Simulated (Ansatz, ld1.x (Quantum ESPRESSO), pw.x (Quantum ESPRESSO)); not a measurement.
boron (B): does the ultrasoft potential hold in the solid?

ld1.x (Quantum ESPRESSO) 7.5 input, shortened:

```
&input
   title='B', zed=5., rel=1, dft='PBESOL', iswitch=3,
   config='[He] 2s2 2p1 3d-2'
 /
 &inputp
   pseudotype=3, tm=.true., lloc=-1, rcloc=2.25,
   nlcc=.true., new_core_ps=.true., rcore=0.85
 /
5
2S  1  0   2.00   0.00  1.40  1.80  0.0
2S  1  0   0.00   2.20  1.40  1.80  0.0
2P  2  1   1.00   0.00  2.20  3.05  0.0
2P  2  1   0.00   0.45  2.20  3.05  0.0
3D  3  2  -2.00   0.10  2.60  2.90  0.0
 &test
   configts(1)='2s2 2p1'
 /
```

Crystal test: bcc B in pw.x 7.5, no spin, 18³ k-points, Fermi–Dirac smearing 0.01 Ry, cutoffs 40/600 Ry. The lattice is a test structure that the element need not adopt, and mesh and smearing are coarse.

pw.x input:

```
&control
  calculation='scf', prefix='x', pseudo_dir='./', outdir='./tmp', tstress=.true., disk_io='none'
/
&system
  ibrav=0, nat=1, ntyp=1, ecutwfc=40, ecutrho=600, nbnd=8,
  occupations='smearing', smearing='fd', degauss=0.01
/
&electrons
  conv_thr=1e-09, mixing_beta=0.4, electron_maxstep=70
/
ATOMIC_SPECIES
B 1.0 B.UPF
CELL_PARAMETERS angstrom
  -1.15091295 1.15091295 1.15091295
  1.15091295 -1.15091295 1.15091295
  1.15091295 1.15091295 -1.15091295
ATOMIC_POSITIONS crystal
B 0.0000 0.0000 0.0000
K_POINTS automatic
18 18 18 0 0 0
```

```bash
pw.x < B.scf.in > B.scf.out
```

**Question.** How does the run end?

**Answer.** It converges; the pressure is 74.66 GPa against -1.07 GPa from all-electron LAPW. The largest radius (3.05 bohr) exceeds half the bond length (1.88 bohr), so the spheres overlap, which is one possible source of error among others. This is a poor potential for the solid. The log shows:

```
     using ibrav=0 with symmetry is DISCOURAGED, use correct ibrav instead
     lattice parameter (alat)  =       3.7671  a.u.
     unit-cell volume          =      41.1513 (a.u.)^3
     number of electrons       =         3.00
     number of Kohn-Sham states=            8
     kinetic-energy cutoff     =      40.0000  Ry
     charge density cutoff     =     600.0000  Ry
     scf convergence threshold =      1.0E-09
     Exchange-correlation= PBESOL
     number of k points=   195  Fermi-Dirac smearing, width (Ry)=  0.0100
     iteration #  1     ecut=    40.00 Ry     beta= 0.40
     total energy              =      -6.23971323 Ry
     estimated scf accuracy    <       0.00146290 Ry
     iteration #  2     ecut=    40.00 Ry     beta= 0.40
     total energy              =      -6.23996243 Ry
     estimated scf accuracy    <       0.00053351 Ry
     iteration #  3     ecut=    40.00 Ry     beta= 0.40
     total energy              =      -6.23996802 Ry
     estimated scf accuracy    <       0.00000073 Ry
     iteration #  4     ecut=    40.00 Ry     beta= 0.40
     total energy              =      -6.23996806 Ry
     estimated scf accuracy    <       0.00000003 Ry
     iteration #  5     ecut=    40.00 Ry     beta= 0.40
     total energy              =      -6.23996806 Ry
     estimated scf accuracy    <          3.8E-09 Ry
     iteration #  6     ecut=    40.00 Ry     beta= 0.40
     the Fermi energy is    13.8206 ev
!    total energy              =      -6.23996806 Ry
     estimated scf accuracy    <          4.9E-11 Ry
     smearing contrib. (-TS)   =      -0.00102076 Ry
     The total energy is F=E-TS. E is the sum of the following terms:
     one-electron contribution =       4.29880210 Ry
     hartree contribution      =       0.02292826 Ry
     xc contribution           =      -3.03091850 Ry
     ewald contribution        =      -7.52975916 Ry
     convergence has been achieved in   6 iterations
          total   stress  (Ry/bohr**3)                   (kbar)     P=      746.60
     Message from routine punch:
     Nothing written, as per user request (disk_io='none')
```
